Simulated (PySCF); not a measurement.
# C4H7FO: core binding energies at several levels of theory, part 3 of 3

PySCF 2.14.0. Atoms count from 0. Earlier steps stand in the parts before.

### Step 8. Core holes by ΔSCF: SCAN, X2C

Job settings and geometry (Å):

```
{"job": {"kind": "xps", "basis": "def2-TZVP"}, "charge": 0, "multiplicity": 1}
C     -1.877746    -0.966900    -0.282274
C     -0.853042     0.135172    -0.186268
F     -1.103610     0.899879     0.936452
C      0.556375    -0.386117    -0.089420
C      1.682208     0.361659    -0.642859
O      1.148119    -0.762309    -1.310883
H     -1.832379    -1.608757     0.610960
H     -2.891189    -0.548623    -0.359335
H     -1.680829    -1.584103    -1.171464
H     -0.915515     0.794359    -1.070833
H      0.737489    -1.069689     0.753674
H      1.501613     1.332699    -1.122047
H      2.682493     0.229522    -0.211804
```

With the program's defaults for keys left out, this is: delta-SCF UKS SCAN, def2-TZVP on the ionised atom, pcseg-1 elsewhere, spin-free X2C.

Log:

```text
ground state, core basis on atom 0 (C), 136 functions
  cycle   1  E = -331.59289472  |g| = 6.43e-01
  cycle   2  E = -331.44999417  |g| = 1.09e+00
  cycle   3  E = -331.66841574  |g| = 1.60e-01
  cycle   4  E = -331.67344992  |g| = 4.96e-02
  cycle   5  E = -331.67387122  |g| = 1.71e-02
  cycle   6  E = -331.67391745  |g| = 5.79e-03
  cycle   7  E = -331.67392591  |g| = 9.57e-04
  cycle   8  E = -331.67392466  |g| = 4.33e-04
  E(ground) = -331.68277433 Eh
hole in C 1s of atom 0
  cycle   1  E = -320.42800698  |g| = 1.47e+00
  cycle   2  E = -319.91601340  |g| = 1.59e+00
  cycle   3  E = -320.89999536  |g| = 4.01e-01
  cycle   4  E = -320.94599365  |g| = 2.38e-01
  cycle   5  E = -320.96447408  |g| = 3.69e-02
  cycle   6  E = -320.96490898  |g| = 1.52e-02
  cycle   7  E = -320.96502472  |g| = 2.93e-03
  cycle   8  E = -320.96502965  |g| = 2.09e-03
  cycle   9  E = -320.96503227  |g| = 1.20e-03
  cycle  10  E = -320.96503284  |g| = 5.27e-04
  cycle  11  E = -320.96503288  |g| = 2.25e-04
  E(ion) = -320.97285486 Eh   <S^2> = 0.7654   hole on atom = 1.000   binding energy = 291.432 eV
ground state, core basis on atom 1 (C), 136 functions
  cycle   1  E = -331.67906706  |g| = 2.76e-02
  cycle   2  E = -331.67893239  |g| = 3.81e-02
  cycle   3  E = -331.67922168  |g| = 6.33e-03
  cycle   4  E = -331.67922607  |g| = 2.34e-03
  cycle   5  E = -331.67922786  |g| = 3.47e-04
  E(ground) = -331.68753450 Eh
hole in C 1s of atom 1
  cycle   1  E = -320.35229395  |g| = 1.47e+00
  cycle   2  E = -317.04987645  |g| = 2.63e+00
  cycle   3  E = -320.30359759  |g| = 1.20e+00
  cycle   4  E = -320.80391425  |g| = 4.61e-01
  cycle   5  E = -320.87908846  |g| = 1.78e-01
  cycle   6  E = -320.88846443  |g| = 7.53e-02
  cycle   7  E = -320.89077475  |g| = 2.11e-02
  cycle   8  E = -320.89093418  |g| = 8.71e-03
  cycle   9  E = -320.89097261  |g| = 2.91e-03
  cycle  10  E = -320.89097778  |g| = 1.75e-03
  cycle  11  E = -320.89097976  |g| = 5.92e-04
  cycle  12  E = -320.89097980  |g| = 1.98e-04
  E(ion) = -320.89920106 Eh   <S^2> = 0.7709   hole on atom = 1.000   binding energy = 293.566 eV
ground state, core basis on atom 2 (F), 136 functions
  cycle   1  E = -331.71385243  |g| = 5.71e-02
  cycle   2  E = -331.71321839  |g| = 8.26e-02
  cycle   3  E = -331.71417424  |g| = 1.23e-02
  cycle   4  E = -331.71419413  |g| = 4.93e-03
  cycle   5  E = -331.71419991  |g| = 9.78e-04
  cycle   6  E = -331.71419991  |g| = 2.04e-04
  E(ground) = -331.72424045 Eh
hole in F 1s of atom 2
  cycle   1  E = -305.37470163  |g| = 2.46e+00
  cycle   2  E = -304.19700924  |g| = 2.37e+00
  cycle   3  E = -305.51971687  |g| = 1.27e+00
  cycle   4  E = -306.18546088  |g| = 3.89e-01
  cycle   5  E = -306.22195738  |g| = 2.03e-01
  cycle   6  E = -306.23769864  |g| = 5.14e-02
  cycle   7  E = -306.23876173  |g| = 8.13e-03
  cycle   8  E = -306.23878692  |g| = 4.18e-03
  cycle   9  E = -306.23879601  |g| = 6.69e-04
  cycle  10  E = -306.23879649  |g| = 2.20e-04
  E(ion) = -306.25483930 Eh   <S^2> = 0.7565   hole on atom = 1.000   binding energy = 693.058 eV
ground state, core basis on atom 3 (C), 136 functions
  cycle   1  E = -331.67878497  |g| = 6.04e-02
  cycle   2  E = -331.67774469  |g| = 1.00e-01
  cycle   3  E = -331.67933540  |g| = 6.23e-03
  cycle   4  E = -331.67934266  |g| = 2.06e-03
  cycle   5  E = -331.67934443  |g| = 6.51e-04
  cycle   6  E = -331.67934481  |g| = 1.15e-04
  E(ground) = -331.68805887 Eh
hole in C 1s of atom 3
  cycle   1  E = -320.37436486  |g| = 1.48e+00
  cycle   2  E = -319.37029136  |g| = 1.98e+00
  cycle   3  E = -320.79647239  |g| = 5.59e-01
  cycle   4  E = -320.87697168  |g| = 3.32e-01
  cycle   5  E = -320.91728507  |g| = 7.40e-02
  cycle   6  E = -320.91918357  |g| = 3.60e-02
  cycle   7  E = -320.91967301  |g| = 9.22e-03
  cycle   8  E = -320.91970904  |g| = 4.23e-03
  cycle   9  E = -320.91972257  |g| = 1.67e-03
  cycle  10  E = -320.91972533  |g| = 7.67e-04
  cycle  11  E = -320.91972562  |g| = 3.62e-04
  E(ion) = -320.92641139 Eh   <S^2> = 0.7718   hole on atom = 1.000   binding energy = 292.839 eV
ground state, core basis on atom 4 (C), 136 functions
  cycle   1  E = -331.67776193  |g| = 2.41e-02
  cycle   2  E = -331.67763466  |g| = 3.49e-02
  cycle   3  E = -331.67786157  |g| = 7.82e-03
  cycle   4  E = -331.67787299  |g| = 2.74e-03
  cycle   5  E = -331.67787432  |g| = 6.42e-04
  cycle   6  E = -331.67787451  |g| = 2.31e-04
  E(ground) = -331.68639171 Eh
hole in C 1s of atom 4
  cycle   1  E = -320.37663927  |g| = 1.47e+00
  cycle   2  E = -319.09958064  |g| = 2.01e+00
  cycle   3  E = -320.79633399  |g| = 5.25e-01
  cycle   4  E = -320.88728931  |g| = 2.89e-01
  cycle   5  E = -320.91173272  |g| = 1.24e-01
  cycle   6  E = -320.91685922  |g| = 4.01e-02
  cycle   7  E = -320.91756487  |g| = 9.72e-03
  cycle   8  E = -320.91760350  |g| = 6.85e-03
  cycle   9  E = -320.91763395  |g| = 2.44e-03
  cycle  10  E = -320.91764135  |g| = 7.12e-04
  cycle  11  E = -320.91764169  |g| = 1.90e-04
  E(ion) = -320.92408619 Eh   <S^2> = 0.7718   hole on atom = 1.000   binding energy = 292.857 eV
ground state, core basis on atom 5 (O), 136 functions
  cycle   1  E = -331.70192084  |g| = 3.98e-02
  cycle   2  E = -331.70124317  |g| = 7.16e-02
  cycle   3  E = -331.70215069  |g| = 9.27e-03
  cycle   4  E = -331.70216565  |g| = 3.02e-03
  cycle   5  E = -331.70216694  |g| = 5.57e-04
  cycle   6  E = -331.70216739  |g| = 1.83e-04
  E(ground) = -331.70847372 Eh
hole in O 1s of atom 5
  cycle   1  E = -311.07707149  |g| = 2.14e+00
  cycle   2  E = -310.27218122  |g| = 2.18e+00
  cycle   3  E = -311.69284288  |g| = 7.16e-01
  cycle   4  E = -311.82556238  |g| = 3.84e-01
  cycle   5  E = -311.86861940  |g| = 1.21e-01
  cycle   6  E = -311.87349695  |g| = 2.38e-02
  cycle   7  E = -311.87376381  |g| = 5.26e-03
  cycle   8  E = -311.87377741  |g| = 1.66e-03
  cycle   9  E = -311.87377883  |g| = 8.98e-04
  cycle  10  E = -311.87377814  |g| = 2.88e-04
  E(ion) = -311.88176116 Eh   <S^2> = 0.7642   hole on atom = 1.000   binding energy = 539.512 eV
```

Wall time 38 s (1 thread of Arm Neoverse V2, shared host); peak memory 0.6 GiB.

The holes in one table. −ε is the ground-state orbital energy:

| hole | stands for | environment | ΔSCF (eV) | −ε (eV) | ⟨S²⟩ |
| --- | --- | --- | --- | --- | --- |
| C1s on C0 | C0 | methyl carbon | 291.43 | 273.6 | 0.765 |
| C1s on C1 | C1 | sp3 CH bonded to F | 293.57 | 275.8 | 0.771 |
| F1s on F2 | F2 | fluorine on an sp3 carbon | 693.06 | 666.4 | 0.756 |
| C1s on C3 | C3 | epoxide ring carbon | 292.84 | 275.2 | 0.772 |
| C1s on C4 | C4 | epoxide ring carbon | 292.86 | 275.1 | 0.772 |
| O1s on O5 | O5 | ether oxygen | 539.51 | 517.2 | 0.764 |

### Step 9. Core holes by ΔSCF: SCAN, non-relativistic

Settings changed since step 8:

```diff
@@ -1,2 +1,2 @@
-{"job": {"kind": "xps", "basis": "def2-TZVP"}, "charge": 0, "multiplicity": 1}
+{"job": {"kind": "xps", "x2c": false}, "charge": 0, "multiplicity": 1}
 C     -1.877746    -0.966900    -0.282274
```

Level: delta-SCF UKS SCAN, pcX-2 on the ionised atom, pcseg-1 elsewhere, non-relativistic.

Log:

```text
ground state, core basis on atom 0 (C), 150 functions
  cycle   1  E = -331.40339055  |g| = 6.38e-01
  cycle   2  E = -331.26463000  |g| = 1.08e+00
  cycle   3  E = -331.47733476  |g| = 1.59e-01
  cycle   4  E = -331.48222832  |g| = 5.29e-02
  cycle   5  E = -331.48271225  |g| = 1.72e-02
  cycle   6  E = -331.48276138  |g| = 6.12e-03
  cycle   7  E = -331.48276870  |g| = 9.66e-04
  cycle   8  E = -331.48276811  |g| = 4.62e-04
  E(ground) = -331.49121326 Eh
hole in C 1s of atom 0
  cycle   1  E = -320.23903701  |g| = 1.50e+00
  cycle   2  E = -319.67782603  |g| = 1.75e+00
  cycle   3  E = -320.74394279  |g| = 3.59e-01
  cycle   4  E = -320.77282766  |g| = 2.39e-01
  cycle   5  E = -320.79113995  |g| = 4.64e-02
  cycle   6  E = -320.79174611  |g| = 1.55e-02
  cycle   7  E = -320.79185346  |g| = 5.20e-03
  cycle   8  E = -320.79186710  |g| = 2.37e-03
  cycle   9  E = -320.79186963  |g| = 1.23e-03
  cycle  10  E = -320.79187046  |g| = 6.18e-04
  cycle  11  E = -320.79187125  |g| = 2.14e-04
  E(ion) = -320.79961285 Eh   <S^2> = 0.7667   hole on atom = 1.000   binding energy = 290.933 eV
ground state, core basis on atom 1 (C), 150 functions
  cycle   1  E = -331.48812218  |g| = 4.43e-02
  cycle   2  E = -331.48803880  |g| = 3.15e-02
  cycle   3  E = -331.48817777  |g| = 1.93e-02
  cycle   4  E = -331.48824106  |g| = 5.14e-03
  cycle   5  E = -331.48824698  |g| = 5.81e-04
  cycle   6  E = -331.48824681  |g| = 1.95e-04
  E(ground) = -331.49619489 Eh
hole in C 1s of atom 1
  cycle   1  E = -320.16201463  |g| = 1.51e+00
  cycle   2  E = -316.77584043  |g| = 2.80e+00
  cycle   3  E = -320.17579685  |g| = 1.15e+00
  cycle   4  E = -320.64011756  |g| = 4.47e-01
  cycle   5  E = -320.70586292  |g| = 1.67e-01
  cycle   6  E = -320.71430814  |g| = 6.37e-02
  cycle   7  E = -320.71599820  |g| = 1.73e-02
  cycle   8  E = -320.71609241  |g| = 9.81e-03
  cycle   9  E = -320.71613519  |g| = 2.84e-03
  cycle  10  E = -320.71614075  |g| = 1.70e-03
  cycle  11  E = -320.71614248  |g| = 5.91e-04
  cycle  12  E = -320.71614237  |g| = 2.18e-04
  E(ion) = -320.72436750 Eh   <S^2> = 0.7721   hole on atom = 1.000   binding energy = 293.116 eV
ground state, core basis on atom 2 (F), 150 functions
  cycle   1  E = -331.52394887  |g| = 6.28e-02
  cycle   2  E = -331.52364192  |g| = 5.76e-02
  cycle   3  E = -331.52400986  |g| = 2.94e-02
  cycle   4  E = -331.52412013  |g| = 5.38e-03
  cycle   5  E = -331.52412694  |g| = 1.04e-03
  cycle   6  E = -331.52412625  |g| = 3.95e-04
  E(ground) = -331.53437385 Eh
hole in F 1s of atom 2
  cycle   1  E = -305.20953224  |g| = 2.57e+00
  cycle   2  E = -303.99004626  |g| = 2.61e+00
  cycle   3  E = -305.43032528  |g| = 1.23e+00
  cycle   4  E = -306.03028188  |g| = 4.39e-01
  cycle   5  E = -306.08261785  |g| = 1.98e-01
  cycle   6  E = -306.09765520  |g| = 5.08e-02
  cycle   7  E = -306.09873396  |g| = 8.97e-03
  cycle   8  E = -306.09876304  |g| = 4.45e-03
  cycle   9  E = -306.09877387  |g| = 7.13e-04
  cycle  10  E = -306.09877288  |g| = 2.16e-04
  E(ion) = -306.11476967 Eh   <S^2> = 0.7572   hole on atom = 1.000   binding energy = 691.703 eV
ground state, core basis on atom 3 (C), 150 functions
  cycle   1  E = -331.48690547  |g| = 6.95e-02
  cycle   2  E = -331.48593331  |g| = 9.73e-02
  cycle   3  E = -331.48739320  |g| = 1.41e-02
  cycle   4  E = -331.48742391  |g| = 4.37e-03
  cycle   5  E = -331.48742773  |g| = 1.40e-03
  cycle   6  E = -331.48742798  |g| = 3.80e-04
  E(ground) = -331.49576411 Eh
hole in C 1s of atom 3
  cycle   1  E = -320.18428488  |g| = 1.51e+00
  cycle   2  E = -319.12471699  |g| = 2.14e+00
  cycle   3  E = -320.64676449  |g| = 5.10e-01
  cycle   4  E = -320.70008305  |g| = 3.43e-01
  cycle   5  E = -320.74248783  |g| = 7.95e-02
  cycle   6  E = -320.74462235  |g| = 3.50e-02
  cycle   7  E = -320.74507576  |g| = 1.05e-02
  cycle   8  E = -320.74511369  |g| = 5.31e-03
  cycle   9  E = -320.74513007  |g| = 1.64e-03
  cycle  10  E = -320.74513318  |g| = 9.52e-04
  cycle  11  E = -320.74513388  |g| = 3.63e-04
  E(ion) = -320.75176759 Eh   <S^2> = 0.7735   hole on atom = 1.000   binding energy = 292.359 eV
ground state, core basis on atom 4 (C), 150 functions
  cycle   1  E = -331.48619567  |g| = 4.09e-02
  cycle   2  E = -331.48616792  |g| = 2.13e-02
  cycle   3  E = -331.48617678  |g| = 2.05e-02
  cycle   4  E = -331.48625632  |g| = 4.89e-03
  cycle   5  E = -331.48626119  |g| = 8.49e-04
  cycle   6  E = -331.48626043  |g| = 2.02e-04
  E(ground) = -331.49441157 Eh
hole in C 1s of atom 4
  cycle   1  E = -320.18675824  |g| = 1.50e+00
  cycle   2  E = -318.78603774  |g| = 2.20e+00
  cycle   3  E = -320.63471697  |g| = 5.06e-01
  cycle   4  E = -320.70237912  |g| = 3.37e-01
  cycle   5  E = -320.73693716  |g| = 1.32e-01
  cycle   6  E = -320.74284330  |g| = 3.89e-02
  cycle   7  E = -320.74349187  |g| = 1.05e-02
  cycle   8  E = -320.74353221  |g| = 7.98e-03
  cycle   9  E = -320.74356575  |g| = 2.56e-03
  cycle  10  E = -320.74357371  |g| = 9.63e-04
  cycle  11  E = -320.74357464  |g| = 3.45e-04
  E(ion) = -320.74999290 Eh   <S^2> = 0.7735   hole on atom = 1.000   binding energy = 292.371 eV
ground state, core basis on atom 5 (O), 150 functions
  cycle   1  E = -331.51231444  |g| = 5.61e-02
  cycle   2  E = -331.51197322  |g| = 5.18e-02
  cycle   3  E = -331.51224926  |g| = 3.45e-02
  cycle   4  E = -331.51244926  |g| = 4.39e-03
  cycle   5  E = -331.51245436  |g| = 7.51e-04
  cycle   6  E = -331.51245450  |g| = 2.04e-04
  E(ground) = -331.51840811 Eh
hole in O 1s of atom 5
  cycle   1  E = -310.90178059  |g| = 2.22e+00
  cycle   2  E = -310.04970213  |g| = 2.43e+00
  cycle   3  E = -311.58841212  |g| = 6.35e-01
  cycle   4  E = -311.66034076  |g| = 4.35e-01
  cycle   5  E = -311.71911965  |g| = 1.07e-01
  cycle   6  E = -311.72275588  |g| = 2.61e-02
  cycle   7  E = -311.72305745  |g| = 7.24e-03
  cycle   8  E = -311.72308321  |g| = 1.86e-03
  cycle   9  E = -311.72308358  |g| = 9.80e-04
  cycle  10  E = -311.72308414  |g| = 3.15e-04
  E(ion) = -311.73049154 Eh   <S^2> = 0.7654   hole on atom = 1.000   binding energy = 538.457 eV
```

Wall time 40 s (1 thread of Arm Neoverse V2, shared host); peak memory 0.66 GiB.

The holes in one table. −ε is the ground-state orbital energy:

| hole | stands for | environment | ΔSCF (eV) | −ε (eV) | ⟨S²⟩ |
| --- | --- | --- | --- | --- | --- |
| C1s on C0 | C0 | methyl carbon | 290.93 | 273.6 | 0.767 |
| C1s on C1 | C1 | sp3 CH bonded to F | 293.12 | 275.9 | 0.772 |
| F1s on F2 | F2 | fluorine on an sp3 carbon | 691.70 | 665.7 | 0.757 |
| C1s on C3 | C3 | epoxide ring carbon | 292.36 | 275.3 | 0.773 |
| C1s on C4 | C4 | epoxide ring carbon | 292.37 | 275.1 | 0.773 |
| O1s on O5 | O5 | ether oxygen | 538.46 | 516.9 | 0.765 |

### Step 10. Summary of results

What follows sums up all 3 parts.

| quantity | value |
| --- | --- |
| C1s binding energies, SCAN/pcX-2 | C1 293.22, C4 292.47, C3 292.46, C0 291.04 eV |
| F1s binding energies, SCAN/pcX-2 | F2 692.34 eV |
| O1s binding energies, SCAN/pcX-2 | O5 538.84 eV |
| C1s binding energies, B3LYP/pcX-2 | C1 293.31, C4 292.58, C3 292.55, C0 291.14 eV |
| F1s binding energies, B3LYP/pcX-2 | F2 692.04 eV |
| O1s binding energies, B3LYP/pcX-2 | O5 538.66 eV |
| C1s binding energies, PBE0/pcX-2 | C1 292.78, C3 292.01, C4 292.01, C0 290.56 eV |
| F1s binding energies, PBE0/pcX-2 | F2 691.45 eV |
| O1s binding energies, PBE0/pcX-2 | O5 538.22 eV |
| C1s binding energies, PBE/pcX-2 | C1 292.26, C4 291.57, C3 291.56, C0 290.16 eV |
| F1s binding energies, PBE/pcX-2 | F2 691.18 eV |
| O1s binding energies, PBE/pcX-2 | O5 537.95 eV |
| C1s binding energies, HF/pcX-2 | C1 293.33, C4 292.43, C3 292.38, C0 290.97 eV |
| F1s binding energies, HF/pcX-2 | F2 691.48 eV |
| O1s binding energies, HF/pcX-2 | O5 538.03 eV |
| C1s binding energies, SCAN/pcX-1 | C1 293.20, C4 292.50, C3 292.48, C0 291.04 eV |
| F1s binding energies, SCAN/pcX-1 | F2 692.45 eV |
| O1s binding energies, SCAN/pcX-1 | O5 538.87 eV |
| C1s binding energies, SCAN/def2-TZVP | C1 293.57, C4 292.86, C3 292.84, C0 291.43 eV |
| F1s binding energies, SCAN/def2-TZVP | F2 693.06 eV |
| O1s binding energies, SCAN/def2-TZVP | O5 539.51 eV |
| C1s binding energies, SCAN/pcX-2, non-relativistic | C1 293.12, C4 292.37, C3 292.36, C0 290.93 eV |
| F1s binding energies, SCAN/pcX-2, non-relativistic | F2 691.70 eV |
| O1s binding energies, SCAN/pcX-2, non-relativistic | O5 538.46 eV |

**Reading.** Single values in the summary come from the first sound run of each kind (SCAN/pcX-2), which need not be the best level. At SCAN/pcX-2: C1 (sp3 CH bonded to F) binds its C1s electron 2.18 eV more tightly than C0 (methyl carbon). At B3LYP/pcX-2: The C1s levels kept as sound span 2.16 eV, from C0 (methyl carbon) up to C1 (sp3 CH bonded to F). At PBE0/pcX-2: C1 (sp3 CH bonded to F) binds its C1s electron 2.21 eV more tightly than C0 (methyl carbon). At PBE/pcX-2: C1 (sp3 CH bonded to F) binds its C1s electron 2.10 eV more tightly than C0 (methyl carbon). At HF/pcX-2: C1 (sp3 CH bonded to F) binds its C1s electron 2.36 eV more tightly than C0 (methyl carbon). At SCAN/pcX-1: C1 (sp3 CH bonded to F) binds its C1s electron 2.16 eV more tightly than C0 (methyl carbon). At SCAN/def2-TZVP: The C1s levels kept as sound span 2.13 eV, from C0 (methyl carbon) up to C1 (sp3 CH bonded to F). At SCAN/pcX-2, non-relativistic: The C1s levels kept as sound span 2.18 eV, from C0 (methyl carbon) up to C1 (sp3 CH bonded to F).
